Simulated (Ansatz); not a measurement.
# C6H5 radical: a ladder of functionals and wavefunction methods

The task here is to estimate one member of a computed series from the others.

Method: functionals in def2-TZVPP, the program's frozen cores in correlated methods; program: Ansatz 0.2.0, Gaussian basis.

The runs, in order: LDA (SPW92), PBE-D4, revPBE-D4, BLYP-D4, r2SCAN-D4, B97M-V, PBE0-D4, B3LYP-D4, r2SCANh-D4, r2SCAN0-D4, HSE06-D4, BHLYP-D4, CAM-B3LYP-D4, LC-ωPBE, ωB97X-V, ωB97M-V, B2PLYP, PBE-QIDH; CCSD(T)/def2-SVP; CCSD(T)/def2-TZVPP; MP2/def2-QZVPP; extrapolation to the limit; RPA on PBE.

**Structure used throughout**

The geometry comes from an earlier relaxation with PBE0-D4 in a triple-zeta def2 set; it is a stationary point, not always the lowest conformer.

SMILES `[c]1ccccc1`, 11 atoms, charge 0, spin multiplicity 2.

Atoms are counted from 1 here; the program's logs count them from 0.

Bond lengths: C1–C2 1.368 Å, C1–C6 1.368 Å, C2–C3 1.395 Å, C2–H7 1.084 Å, C3–C4 1.388 Å, C3–H8 1.085 Å, C4–C5 1.388 Å, C4–H9 1.084 Å, C5–C6 1.395 Å, C5–H10 1.085 Å, C6–H11 1.084 Å. Angles: C2–C1–C6 126.0°, C1–C2–C3 116.5°, C1–C2–H7 122.4°, C3–C2–H7 121.1°, C2–C3–C4 120.2°, C2–C3–H8 119.7°, C4–C3–H8 120.1°, C3–C4–C5 120.7°, C3–C4–H9 119.7°, C5–C4–H9 119.7°, C4–C5–C6 120.2°, C4–C5–H10 120.1°, C6–C5–H10 119.7°, C1–C6–C5 116.5°, C1–C6–H11 122.4°, C5–C6–H11 121.1°.

As a file:

```tsv
atom	x (Å)	y (Å)	z (Å)
C1	-0.2560	-0.8143	-1.2912
C2	0.2466	-1.5013	-0.2199
C3	0.4785	-0.7614	0.9396
C4	0.2014	0.5987	0.9669
C5	-0.3082	1.2405	-0.1537
C6	-0.5484	0.5220	-1.3249
H7	0.4576	-2.5639	-0.2579
H8	0.8765	-1.2540	1.8204
H9	0.3847	1.1653	1.8725
H10	-0.5215	2.3037	-0.1226
H11	-0.9460	1.0078	-2.2086
```

The first run:

Input file in.yaml:

```yaml
crystal:
  periodic: [false, false, false]
  atoms:
    - {symbol: C, position_ang: [-0.255971, -0.814266, -1.291159]}
    - {symbol: C, position_ang: [0.246625, -1.501308, -0.219940]}
    - {symbol: C, position_ang: [0.478499, -0.761404, 0.939628]}
    - {symbol: C, position_ang: [0.201422, 0.598716, 0.966940]}
    - {symbol: C, position_ang: [-0.308159, 1.240517, -0.153713]}
    - {symbol: C, position_ang: [-0.548409, 0.521951, -1.324938]}
    - {symbol: H, position_ang: [0.457558, -2.563924, -0.257939]}
    - {symbol: H, position_ang: [0.876517, -1.254033, 1.820419]}
    - {symbol: H, position_ang: [0.384741, 1.165291, 1.872466]}
    - {symbol: H, position_ang: [-0.521520, 2.303723, -0.122626]}
    - {symbol: H, position_ang: [-0.946003, 1.007838, -2.208639]}
basis:
  gaussian: {orbitals: def2-TZVPP}
magnetization: {spin_polarized: true, initial_magnetization: 1}
hamiltonian: {xc: lda}
output: {orbitals: {seedname: orbitals}}
```

Launch:

```sh
$ ansatz run in.yaml --threads 2 --pin off --events-out ev --progress --plain --max-ram 32768MiB --backend cpu
```

Steps of the session up to this table: LDA; PBE-D4 (GGA); revPBE-D4 (GGA); BLYP-D4 (GGA); r2SCAN-D4 (meta-GGA); B97M-V (meta-GGA); PBE0-D4 (hybrid); B3LYP-D4 (hybrid); r2SCANh-D4 (hybrid); r2SCAN0-D4 (hybrid); HSE06-D4 (hybrid); BHLYP-D4 (hybrid); CAM-B3LYP-D4 (range-separated); LC-ωPBE (range-separated); ωB97X-V (range-separated); ωB97M-V (range-separated); B2PLYP (double hybrid); PBE-QIDH (double hybrid).

One of the session's tables, all rows but one given; the rest of the session is left out.

It belongs to the step «Frontier levels by functional». 

```
  functional  HOMO (eV)  LUMO (eV)  gap (eV)
 LDA (SPW92)      -5.47      -3.73      1.74
      PBE-D4      -5.51      -3.18      2.34
   revPBE-D4      -5.48      -3.02      2.46
     BLYP-D4      -5.34      -3.24      2.09
   r2SCAN-D4      -6.00      -2.46      3.55
      B97M-V      -5.78      -2.92      2.86
     PBE0-D4      -7.06      -1.92      5.14
    B3LYP-D4      -6.73      -2.44      4.29
  r2SCANh-D4      -6.57      -2.05      4.53
  r2SCAN0-D4      -7.42      -1.44      5.99
    HSE06-D4      -6.66      -2.31      4.34
    BHLYP-D4      -8.10      -0.85      7.25
CAM-B3LYP-D4      -8.43      -0.97      7.46
     LC-ωPBE      -9.86       0.64     10.50
     ωB97X-V      -9.36       0.01      9.37
     ωB97M-V          ?          ?         ?
```

Estimate the missing values for ωB97M-V.

As computed: HOMO (eV): -9.11; LUMO (eV): -0.10; gap (eV): 9.01. In the column «HOMO (eV)» it lies between ωB97X-V (-9.36) and CAM-B3LYP-D4 (-8.43).
